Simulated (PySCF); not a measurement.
Vibration and rotation of SiS

RHF-CCSD(T) constants of SiS, ¹Σ⁺ (singlet), closed shell (Si def2-TZVPPD, S def2-TZVPPD; no relativity (PySCF 2.14); masses 27.9769 and 31.9721 u):

| Quantity | Value |
| --- | --- |
| ωe | 742.3 cm⁻¹ |
| ωexe | 2.54 cm⁻¹ |
| Be | 0.29856 cm⁻¹ |
| αe | 0.00143 cm⁻¹ |
| D (centrifugal) | 1.93e-07 cm⁻¹ |
| De to Si + S | 6.05 eV |

Q: Estimate the standard entropy (1 bar) and heat capacity of the ideal gas at 1000 K, rigid rotor with B0 and harmonic oscillator at the fundamental.

A: Translation (Sackur–Tetrode, M = 59.95 u): 185.1 J/(mol K). Rotation: q = kT/(σB0) = 2330 with σ = 1, 72.8. Vibration: x = hcν0/kT = 1.06, 8.20. S° = 266.1 J/(mol K); Cp = 7R/2 + 7.58 = 36.7 J/(mol K).

Measured values (Huber and Herzberg, Constants of Diatomic Molecules (1979)): ωe = 749.64 cm⁻¹, ωexe = 2.577 cm⁻¹, Be = 0.30352788 cm⁻¹, αe = 0.00147308 cm⁻¹.

Correlated steps freeze 10 core orbitals. Where the molecule has an RHF reference, its open-shell atoms are computed with UHF. The CCSD T1 diagnostic is raised, a sign that a single reference may not be enough here.
